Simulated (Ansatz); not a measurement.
Mulliken charges of `C#COC=C` from PBE/def2-TZVPP in Ansatz (PBE0-D4/def2-TZVP geometry).

| atom | x (Å) | y (Å) | z (Å) | charge (e) |
| --- | --- | --- | --- | --- |
| C1 | 1.515 | 2.174 | -0.090 | -0.192 |
| C2 | 0.606 | 1.411 | 0.070 | -0.033 |
| O3 | -0.404 | 0.622 | 0.261 | -0.143 |
| C4 | -0.233 | -0.713 | -0.057 | 0.060 |
| C5 | -1.219 | -1.571 | 0.112 | -0.218 |
| H6 | 2.317 | 2.856 | -0.231 | 0.222 |
| H7 | 0.752 | -0.955 | -0.438 | 0.102 |
| H8 | -2.181 | -1.260 | 0.499 | 0.098 |
| H9 | -1.065 | -2.609 | -0.142 | 0.104 |

Problem. By hand: the dipole of these point charges (1 e Å = 4.8032 D).

Solution. Σ q r = (0.265, -0.111, -0.112) e Å, of length 0.308 e Å = 1.48 D.

Problem. How does the dipole of the full density compare? (Best estimate.)

Solution. Computed: (0.047, -0.252, -0.065) e Å, 1.27 D; the point charges give 1.17 times that, at 54° from its direction.

Point charges leave out the atoms' own dipoles, such as those of lone pairs, and Mulliken's split depends on the basis, so the two needn't agree.
